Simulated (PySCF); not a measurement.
Gas-phase reaction: 3 SiH2Cl → SiCl3 + 2 SiH3

Method: PySCF energies plus ideal-gas RRHO corrections (1 bar). † marks an energy on the PBE0/def2-TZVP geometry and frequencies. Open shells (unrestricted): SiH2Cl (multiplicity 2), SiCl3 (multiplicity 2), SiH3 (multiplicity 2). SiH2Cl: computed as isolated molecules; such fragments, hydroxides, amides, oligomers or adducts are transient or little studied in the gas. The harmonic model lacks anharmonicity and excited electronic states, which grow with temperature; levels with a mode under 35 cm⁻¹ are left out.

```csv
level,"ΔE electronic, kJ","ΔH°(298 K), kJ","ΔS°(298 K), J/K","ΔG°(1600 K), kJ"
BLYP/def2-TZVP†,-5,-8,-33,39
HF/def2-TZVP†,2,-1,-33,46
PBE/def2-TZVP†,-10,-12,-33,34
PBE0/def2-QZVP†,-7,-9,-33,37
r2SCAN/def2-TZVP†,-14,-17,-33,30
ωB97M-V/def2-TZVP†,-11,-14,-33,33
```
ΔH° is lowest at r2SCAN/def2-TZVP† and highest at HF/def2-TZVP†. No reference value is set beside these.
